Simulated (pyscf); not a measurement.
Single points on ωB97X-D3(BJ)/def2-SVP structures (PySCF, gas phase). Correlated levels are frozen-core, on RHF or UHF. ΔMP2 is the change of the MP2 total energy from the triple- to the quadruple-zeta basis.

SMILES: O[Si](O)(O)Cl
```xyz
8

O     -1.1326     0.5940     0.9725
Si    -0.8029    -0.5978    -0.1039
O     -0.2952    -1.9402     0.6887
O      0.3543    -0.0983    -1.1525
Cl    -2.5228    -1.0475    -1.1600
H     -1.8429     0.4416     1.6039
H     -0.1244    -2.7298     0.1655
H      0.1489     0.6509    -1.7207
```

Question: How much does it cost (ΔH, 298 K, CCSD(T)/def2-TZVPP + ΔMP2(QZVPP)) to split HO–Si(OH)(OH)–Cl at its Cl–Si bond into HO–Si•(OH)–OH + Cl•?

Answer: Cl–Si to HO–Si•(OH)–OH + Cl•: 119.1 kcal/mol. Other isomers of HO–Si•(OH)–OH were not searched in full and may lie lower. The CCSD(T) − MP2 part came from Ansatz, without density fitting, on the same reference. Left out: the spin-orbit lowering of Cl.
